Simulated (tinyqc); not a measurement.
MP2 on RHF in the sto-3g basis, for H2O, spin multiplicity 1, step by step (part 1 of 2). Computed by tinyqc, a small Python program that keeps every step (integrals from PySCF). Settings: charge = 0, multiplicity = 1, basis = sto-3g, method = RHF, energy threshold = 1e-10, iteration cap = 65, orthogonalisation = canonical, start = atomic densities, DIIS depth = 6. Command: `OMP_NUM_THREADS=1 python tinyqc.py 24434 24435 out.jsonl` (the two numbers bound the seeds that draw the settings). One thread of a shared host (Intel(R) Xeon(R) Processor @ 2.60GHz), about 0.2 s of CPU time with the checks. The early iterations of the SCF are left out here.

## One-electron integrals

Geometry (angstrom):
```
atom         x          y         z
O     0.000000   0.000000  0.000000
H     0.000000   0.679000  0.575000
H     0.000000  -0.717000  0.607000
```

Basis sto-3g: exponents (1/bohr^2) and contraction coefficients of normalised primitives:
```
element  l (shell)    exponent  coefficient
O            s (1)  130.709320     0.154329
O            s (1)   23.808861     0.535328
O            s (1)    6.443608     0.444635
O            s (2)    5.033151    -0.099967
O            s (2)    1.169596     0.399513
O            s (2)    0.380389     0.700115
O            p (3)    5.033151     0.155916
O            p (3)    1.169596     0.607684
O            p (3)    0.380389     0.391957
H            s (1)    3.425251     0.154329
H            s (1)    0.623914     0.535328
H            s (1)    0.168855     0.444635
```

Overlap, kinetic and nuclear-attraction integrals over the contracted functions; the nuclear repulsion is the sum of Za Zb / Rab.

nuclear repulsion = 9.64326469 hartree

overlap S, order 1O 1s, 1O 2s, 1O 2px, 1O 2py, 1O 2pz, 2H 1s, 3H 1s:
```
[[1.000000, 0.236704, 0.000000, 0.000000, 0.000000, 0.063285, 0.056299],
 [0.236704, 1.000000, 0.000000, 0.000000, 0.000000, 0.520038, 0.486535],
 [0.000000, 0.000000, 1.000000, 0.000000, 0.000000, 0.000000, 0.000000],
 [0.000000, 0.000000, 0.000000, 1.000000, 0.000000, 0.317251, -0.304950],
 [0.000000, 0.000000, 0.000000, 0.000000, 1.000000, 0.268658, 0.258166],
 [0.063285, 0.520038, 0.000000, 0.317251, 0.268658, 1.000000, 0.297195],
 [0.056299, 0.486535, 0.000000, -0.304950, 0.258166, 0.297195, 1.000000]]
```

kinetic energy T (hartree), order 1O 1s, 1O 2s, 1O 2px, 1O 2py, 1O 2pz, 2H 1s, 3H 1s:
```
[[29.003200, -0.168011, 0.000000, 0.000000, 0.000000, 0.003224, -0.001194],
 [-0.168011, 0.808128, 0.000000, 0.000000, 0.000000, 0.163599, 0.137326],
 [0.000000, 0.000000, 2.528731, 0.000000, 0.000000, 0.000000, 0.000000],
 [0.000000, 0.000000, 0.000000, 2.528731, 0.000000, 0.258477, -0.227546],
 [0.000000, 0.000000, 0.000000, 0.000000, 2.528731, 0.218887, 0.192637],
 [0.003224, 0.163599, 0.000000, 0.258477, 0.218887, 0.760032, 0.020179],
 [-0.001194, 0.137326, 0.000000, -0.227546, 0.192637, 0.020179, 0.760032]]
```

nuclear attraction V (hartree), order 1O 1s, 1O 2s, 1O 2px, 1O 2py, 1O 2pz, 2H 1s, 3H 1s:
```
[[-61.776492, -7.457191, 0.000000, -0.001410, -0.022024, -2.057383, -1.826491],
 [-7.457191, -10.189677, 0.000000, -0.012884, -0.254234, -4.354439, -4.008987],
 [0.000000, 0.000000, -10.024426, 0.000000, 0.000000, 0.000000, 0.000000],
 [-0.001410, -0.012884, 0.000000, -10.185462, -0.007866, -2.373746, 2.230164],
 [-0.022024, -0.254234, 0.000000, -0.007866, -10.139877, -2.102850, -1.978882],
 [-2.057383, -4.354439, 0.000000, -2.373746, -2.102850, -6.135797, -1.950498],
 [-1.826491, -4.008987, 0.000000, 2.230164, -1.978882, -1.950498, -5.933882]]
```

core Hamiltonian H = T + V (hartree), order 1O 1s, 1O 2s, 1O 2px, 1O 2py, 1O 2pz, 2H 1s, 3H 1s:
```
[[-32.773292, -7.625202, 0.000000, -0.001410, -0.022024, -2.054159, -1.827685],
 [-7.625202, -9.381549, 0.000000, -0.012884, -0.254234, -4.190840, -3.871661],
 [0.000000, 0.000000, -7.495695, 0.000000, 0.000000, 0.000000, 0.000000],
 [-0.001410, -0.012884, 0.000000, -7.656731, -0.007866, -2.115269, 2.002618],
 [-0.022024, -0.254234, 0.000000, -0.007866, -7.611146, -1.883963, -1.786245],
 [-2.054159, -4.190840, 0.000000, -2.115269, -1.883963, -5.375765, -1.930319],
 [-1.827685, -3.871661, 0.000000, 2.002618, -1.786245, -1.930319, -5.173850]]
```

## Two-electron integrals

Functions are numbered as in S; the eight-fold symmetry (ij|kl) = (ji|kl) = (kl|ij) leaves the list below.

Two-electron integrals (ij|kl) in chemists' order, unique and non-zero (hartree):
```
(11|11) 4.785065    (21|11) 0.741380    (21|21) 0.136873    (22|11) 1.118947
(22|21) 0.256633    (22|22) 0.817206    (31|31) 0.024477    (32|31) 0.037809
(32|32) 0.180518    (33|11) 1.115814    (33|21) 0.256684    (33|22) 0.817023
(33|33) 0.880159    (41|41) 0.024477    (42|41) 0.037809    (42|42) 0.180518
(43|43) 0.047444    (44|11) 1.115814    (44|21) 0.256684    (44|22) 0.817023
(44|33) 0.785270    (44|44) 0.880159    (51|51) 0.024477    (52|51) 0.037809
(52|52) 0.180518    (53|53) 0.047444    (54|54) 0.047444    (55|11) 1.115814
(55|21) 0.256684    (55|22) 0.817023    (55|33) 0.785270    (55|44) 0.785270
(55|55) 0.880159    (61|11) 0.201842    (61|21) 0.036908    (61|22) 0.068619
(61|33) 0.068493    (61|41) 0.001279    (61|42) 0.002381    (61|44) 0.068717
(61|51) 0.001083    (61|52) 0.002016    (61|54) 0.000190    (61|55) 0.068654
(61|61) 0.010078    (62|11) 0.452585    (62|21) 0.104933    (62|22) 0.365493
(62|33) 0.359633    (62|41) 0.005934    (62|42) 0.043804    (62|44) 0.369678
(62|51) 0.005025    (62|52) 0.037095    (62|54) 0.008506    (62|55) 0.366837
(62|61) 0.028757    (62|62) 0.196172    (63|31) 0.011436    (63|32) 0.064886
(63|43) 0.009284    (63|53) 0.007862    (63|63) 0.029236    (64|11) 0.235801
(64|21) 0.055424    (64|22) 0.206276    (64|33) 0.196751    (64|41) 0.014218
(64|42) 0.088612    (64|44) 0.221016    (64|51) 0.002356    (64|52) 0.020092
(64|54) 0.012686    (64|55) 0.200837    (64|61) 0.015915    (64|62) 0.134507
(64|64) 0.120524    (65|11) 0.199685    (65|21) 0.046935    (65|22) 0.174681
(65|33) 0.166616    (65|41) 0.002356    (65|42) 0.020092    (65|44) 0.171440
(65|51) 0.013431    (65|52) 0.081901    (65|54) 0.013369    (65|55) 0.185799
(65|61) 0.013477    (65|62) 0.113905    (65|64) 0.077306    (65|65) 0.094701
(66|11) 0.565533    (66|21) 0.133235    (66|22) 0.528101    (66|33) 0.506602
(66|41) 0.010479    (66|42) 0.103504    (66|44) 0.543804    (66|51) 0.008874
(66|52) 0.087651    (66|54) 0.031504    (66|55) 0.533281    (66|61) 0.036908
(66|62) 0.344099    (66|64) 0.269879    (66|65) 0.228543    (66|66) 0.774606
(71|11) 0.179281    (71|21) 0.032799    (71|22) 0.061032    (71|33) 0.060917
(71|41) -0.001148   (71|42) -0.002141   (71|44) 0.061122    (71|51) 0.000972
(71|52) 0.001813    (71|54) -0.000173   (71|55) 0.061064    (71|61) 0.008830
(71|62) 0.024847    (71|64) 0.012463    (71|65) 0.011654    (71|66) 0.031482
(71|71) 0.007961    (72|11) 0.416146    (72|21) 0.096552    (72|22) 0.338071
(72|33) 0.332503    (72|41) -0.005499   (72|42) -0.041194   (72|44) 0.342051
(72|51) 0.004655    (72|52) 0.034874    (72|54) -0.008083   (72|55) 0.339346
(72|61) 0.025703    (72|62) 0.152379    (72|64) 0.070833    (72|65) 0.086524
(72|66) 0.226255    (72|71) 0.023547    (72|72) 0.170063    (73|31) 0.010342
(73|32) 0.059326    (73|43) -0.008660   (73|53) 0.007331    (73|63) 0.021889
(73|73) 0.024864    (74|11) -0.222093   (74|21) -0.052220   (74|22) -0.195312
(74|33) -0.186358   (74|41) 0.012964    (74|42) 0.082021    (74|44) -0.209111
(74|51) -0.002220   (74|52) -0.019213   (74|54) 0.011931    (74|55) -0.190253
(74|61) -0.013236   (74|62) -0.073328   (74|64) -0.012506   (74|65) -0.040558
(74|66) -0.094080   (74|71) -0.013325   (74|72) -0.119343   (74|74) 0.107698
(75|11) 0.188020    (75|21) 0.044208    (75|22) 0.165348    (75|33) 0.157768
(75|41) -0.002220   (75|42) -0.019213   (75|44) 0.162368    (75|51) 0.012221
(75|52) 0.075591    (75|54) -0.012554   (75|55) 0.175727    (75|61) 0.012312
(75|62) 0.087880    (75|64) 0.039879    (75|65) 0.071034    (75|66) 0.143827
(75|71) 0.011280    (75|72) 0.101033    (75|74) -0.070126   (75|75) 0.084231
(76|11) 0.192808    (76|21) 0.045122    (76|22) 0.170496    (76|33) 0.166461
(76|41) -0.000052   (76|42) -0.000576   (76|44) 0.169524    (76|51) 0.003441
(76|52) 0.030111    (76|54) -0.000168   (76|55) 0.175323    (76|61) 0.012259
(76|62) 0.091166    (76|64) 0.053175    (76|65) 0.059653    (76|66) 0.164194
(76|71) 0.010913    (76|72) 0.085639    (76|74) -0.051823   (76|75) 0.057070
(76|76) 0.051325    (77|11) 0.540516    (77|21) 0.127445    (77|22) 0.509708
(77|33) 0.488926    (77|41) -0.009799   (77|42) -0.099574   (77|44) 0.524885
(77|51) 0.008296    (77|52) 0.084298    (77|54) -0.030442   (77|55) 0.514698
(77|61) 0.033860    (77|62) 0.236247    (77|64) 0.094634    (77|65) 0.147827
(77|66) 0.368394    (77|71) 0.031395    (77|72) 0.316046    (77|74) -0.253452
(77|75) 0.214568    (77|76) 0.164194    (77|77) 0.774606
```

## Orthogonalisation

S = U s U^T; canonical form X = U s^(-1/2), so that X^T S X = 1. Each column of U has its largest component positive (the first on a tie).

eigenvalues of S: [0.309655, 0.391036, 0.882089, 1.000000, 1.095567, 1.315519, 2.006134]

X, order 1O 1s, 1O 2s, 1O 2px, 1O 2py, 1O 2pz, 2H 1s, 3H 1s:
```
[[-0.283568, 0.073247, 0.764688, 0.000000, -0.617773, 0.000055, 0.139586],
 [1.218560, -0.242502, -0.308361, 0.000000, -0.308032, -0.003871, 0.405184],
 [0.000000, 0.000000, 0.000000, 1.000000, 0.000000, 0.000000, 0.000000],
 [0.227037, 0.910307, -0.001059, 0.000000, 0.012206, 0.708117, 0.009952],
 [0.584470, -0.122359, 0.642232, 0.000000, 0.639657, -0.010068, 0.194818],
 [-0.998021, -0.734845, -0.140758, 0.000000, 0.115624, 0.346162, 0.380633],
 [-0.524312, 1.053333, -0.146846, 0.000000, 0.116462, -0.372535, 0.363150]]
```

## Starting guess

The start is atomic minimal-basis densities projected into this basis (PySCF's MINAO start) and scaled to the electron count of each spin; this density is not idempotent, so its energy is not variational and may lie below the converged one.

D at the start, order 1O 1s, 1O 2s, 1O 2px, 1O 2py, 1O 2pz, 2H 1s, 3H 1s:
```
[[2.143128, -0.485311, 0.000000, 0.000777, 0.019528, -0.017995, -0.016791],
 [-0.485311, 2.078035, 0.000000, -0.005508, -0.102487, 0.032581, 0.033857],
 [0.000000, 0.000000, 1.308380, 0.000000, 0.000000, 0.000000, 0.000000],
 [0.000777, -0.005508, 0.000000, 1.155606, -0.002731, 0.116036, -0.118389],
 [0.019528, -0.102487, 0.000000, -0.002731, 1.222277, 0.053710, 0.055649],
 [-0.017995, 0.032581, 0.000000, 0.116036, 0.053710, 1.005723, 0.084819],
 [-0.016791, 0.033857, 0.000000, -0.118389, 0.055649, 0.084819, 1.000098]]
```

## Iteration 8 (converged): orbitals

converged F (hartree), order 1O 1s, 1O 2s, 1O 2px, 1O 2py, 1O 2pz, 2H 1s, 3H 1s:
```
[[-20.234828, -5.164643, 0.000000, -0.001261, -0.031183, -1.400006, -1.246825],
 [-5.164643, -2.465837, 0.000000, -0.014973, -0.154348, -1.148965, -1.061074],
 [0.000000, 0.000000, -0.398417, 0.000000, 0.000000, 0.000000, 0.000000],
 [-0.001261, -0.014973, 0.000000, -0.346891, -0.014972, -0.401589, 0.386182],
 [-0.031183, -0.154348, 0.000000, -0.014972, -0.386870, -0.409893, -0.395891],
 [-1.400006, -1.148965, 0.000000, -0.401589, -0.409893, -0.684445, -0.474027],
 [-1.246825, -1.061074, 0.000000, 0.386182, -0.395891, -0.474027, -0.609103]]
```

Diagonalise F' = X^T F X, C = X C', fill 5 alpha and 5 beta electrons from the bottom; D = 2 C_occ C_occ^T. Each column has its largest component positive (the first on a tie).

F' = X^T F X (hartree):
```
[[0.361888, 0.139926, 1.340819, 0.000000, -0.879986, 0.032581, 0.016968],
 [0.139926, 0.723349, -0.427770, 0.000000, 0.321771, 0.129278, -0.048884],
 [1.340819, -0.427770, -9.272079, 0.000000, 9.019566, -0.003736, -3.684862],
 [0.000000, 0.000000, 0.000000, -0.398417, 0.000000, 0.000000, 0.000000],
 [-0.879986, 0.321771, 9.019566, 0.000000, -9.607476, -0.003723, 3.897932],
 [0.032581, 0.129278, -0.003736, 0.000000, -0.003723, -0.618743, -0.009459],
 [0.016968, -0.048884, -3.684862, 0.000000, 3.897932, -0.009459, -2.793680]]
```

orbital energies (hartree): [-20.243826, -1.299153, -0.631684, -0.470151, -0.398417, 0.650675, 0.787399]

coefficients C, order 1O 1s, 1O 2s, 1O 2px, 1O 2py, 1O 2pz, 2H 1s, 3H 1s:
```
[[0.994035, -0.230665, 0.007753, 0.108532, 0.000000, 0.131955, 0.032980],
 [0.027486, 0.815890, -0.043080, -0.565047, 0.000000, -0.918895, -0.256748],
 [0.000000, 0.000000, 0.000000, 0.000000, 1.000000, 0.000000, 0.000000],
 [0.000386, 0.014596, 0.615795, -0.014853, 0.000000, 0.208324, -0.979207],
 [0.004977, 0.151688, 0.022181, 0.770297, 0.000000, -0.753109, -0.179438],
 [-0.006818, 0.170017, 0.443675, 0.250459, 0.000000, 0.631443, 1.070833],
 [-0.006065, 0.150064, -0.446481, 0.281143, 0.000000, 0.969675, -0.670066]]
```

D after iteration 8, order 1O 1s, 1O 2s, 1O 2px, 1O 2py, 1O 2pz, 2H 1s, 3H 1s:
```
[[2.106302, -0.445070, 0.000000, 0.000359, 0.107464, -0.030744, -0.027183],
 [-0.445070, 1.975132, 0.000000, -0.012432, -0.624625, -0.044214, -0.034712],
 [0.000000, 0.000000, 2.000000, 0.000000, 0.000000, 0.000000, 0.000000],
 [0.000359, -0.012432, 0.000000, 0.759276, 0.008868, 0.543944, -0.553857],
 [0.107464, -0.624625, 0.000000, 0.008868, 1.233768, 0.457049, 0.458786],
 [-0.030744, -0.044214, 0.000000, 0.543944, 0.457049, 0.577059, -0.204246],
 [-0.027183, -0.034712, 0.000000, -0.553857, 0.458786, -0.204246, 0.601885]]
```

## Convergence

Stop when the energy changes by less than 1e-10 hartree and every element of the error matrix X^T (F D S - S D F) X is below 3e-06.

Course of the cycle:
```
iteration   E (hartree)     change  largest element of the error matrix
1          -75.61629982          -                             1.57e+00
2          -74.91668173   7.00e-01                             2.57e-01
3          -74.94871525  -3.20e-02                             2.91e-02
4          -74.94909360  -3.78e-04                             5.71e-03
5          -74.94911601  -2.24e-05                             1.87e-04
6          -74.94911608  -7.57e-08                             7.95e-06
7          -74.94911608  -1.28e-10                             9.87e-07
8          -74.94911608  -1.18e-12                             1.96e-07
```

PySCF RHF in the same basis = -74.94911608 hartree

Converged in 8 iterations.

## Populations, bond orders and dipole

Mulliken: Z minus the diagonal of D S on the atom; Loewdin: the same with S^(1/2) D S^(1/2); Mayer order: 2 sum_s sum (D(s) S)_ij (D(s) S)_ji over the two atoms.

Charges (e):
```
atom   Mulliken    Loewdin
1O    -0.403118  -0.273688
2H     0.213224   0.142110
3H     0.189894   0.131578
```

Mayer bond orders:
```
pair     order
2-1   0.944398
3-1   0.953803
3-2   0.010137
```

dipole moment about the origin, x y z (debye): [0.000000, 0.026401, 1.817645]
